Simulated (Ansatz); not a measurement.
**HClO (triplet): the correlation ladder at distance Cl1–H2 along a hydrogen transfer = 1.367 Å, cc-pVTZ**

Aim: climb from Hartree-Fock through coupled cluster and multireference methods for HClO (triplet) at one geometry and basis, and see what each rung misses.

The runs use Ansatz 0.2.0, Gaussian basis; cc-pVTZ, core rule «outside noble gas», up to 6 orbitals frozen.

Plan: UHF; CCSD(T) on ROHF; CCSD(T) on UHF; BCCD(T) on ROHF; CCSDT(Q) on ROHF; CCSDT(Q) on UHF; CASSCF and MRCISD+Q, 4 electrons in 4 orbitals; CASSCF and NEVPT2, 4 electrons in 4 orbitals; CASSCF and MRCISD+Q, 14 electrons in 9 orbitals; CASSCF and NEVPT2, 14 electrons in 9 orbitals.

## (1) The geometry

The geometry derives from fragments relaxed apart (PBE0/def2-TZVP) and kept rigid, so it is no stationary point. A hydrogen atom is moved between rigid fragments.

3 atoms, charge 0, spin multiplicity 3.

Atoms are counted from 1 here; the program's logs count them from 0.

Bond lengths: Cl1–H2 1.367 Å.

## (2) UHF

The input, in.yaml:

```yaml
crystal:
  periodic: [false, false, false]
  atoms:
    - {symbol: Cl, position_ang: [0.000000, 0.000000, -1.418000]}
    - {symbol: H, position_ang: [0.000000, 0.000000, -0.051000]}
    - {symbol: O, position_ang: [0.000000, 0.000000, 1.469000]}
basis:
  gaussian: {orbitals: cc-pVTZ}
magnetization: {spin_polarized: true, initial_magnetization: 2}
hamiltonian: {xc: hf}
output: {orbitals: {seedname: orbitals}}
```

Launch:

```bash
ansatz run in.yaml --threads 1 --pin off --events-out ev --progress --plain --max-ram 2816MiB --backend cpu
```

After this run come: CCSD(T) on ROHF; CCSD(T) on UHF; BCCD(T) on ROHF; CCSDT(Q) on ROHF; CCSDT(Q) on UHF; CASSCF and MRCISD+Q, 4 electrons in 4 orbitals; CASSCF and NEVPT2, 4 electrons in 4 orbitals; CASSCF and MRCISD+Q, 14 electrons in 9 orbitals; CASSCF and NEVPT2, 14 electrons in 9 orbitals.

**Question.** What will the summary of the whole plan be? Wanted: UCCSDT(Q) below the RHF energy; RMP2 from UCCSDT(Q); UMP2 from UCCSDT(Q); RCCSD from UCCSDT(Q); RCCSD(T) from UCCSDT(Q); UCCSD(T) from UCCSDT(Q); RCCSDT(Q) from UCCSDT(Q); NEVPT2 pair from UCCSDT(Q); MRCISD+Q pair from UCCSDT(Q).

**Answer**, as computed:

| quantity | value |
| --- | --- |
| UCCSDT(Q) below the RHF energy | -11.0996 eV |
| RMP2 from UCCSDT(Q) | +1301.1 meV |
| UMP2 from UCCSDT(Q) | +1302.6 meV |
| RCCSD from UCCSDT(Q) | +366.3 meV |
| RCCSD(T) from UCCSDT(Q) | +40.0 meV |
| UCCSD(T) from UCCSDT(Q) | +37.3 meV |
| RCCSDT(Q) from UCCSDT(Q) | +3.2 meV |
| NEVPT2 pair from UCCSDT(Q) | +1374.3 meV |
| MRCISD+Q pair from UCCSDT(Q) | +191.1 meV |
| NEVPT2 valence from UCCSDT(Q) | +2131.8 meV |
| levels within 1 kcal/mol (43 meV) | RCCSD(T), UCCSD(T), BCCD(T), RCCSDT, UCCSDT, RCCSDT(Q) |
| T1 diagnostic | 0.014 |
| effectively unpaired electrons | 2.00 |

RCCSD(T) misses by +40.0 meV, 0.4 % of the correlation energy. One determinant dominates. Of the multireference levels listed MRCISD+Q pair comes nearest in total energy (+191.1 meV), which doesn't show that its space is the better one. These misses are within one basis, not against nature; the frozen cores of restricted and unrestricted runs differ, which can shift their rows.
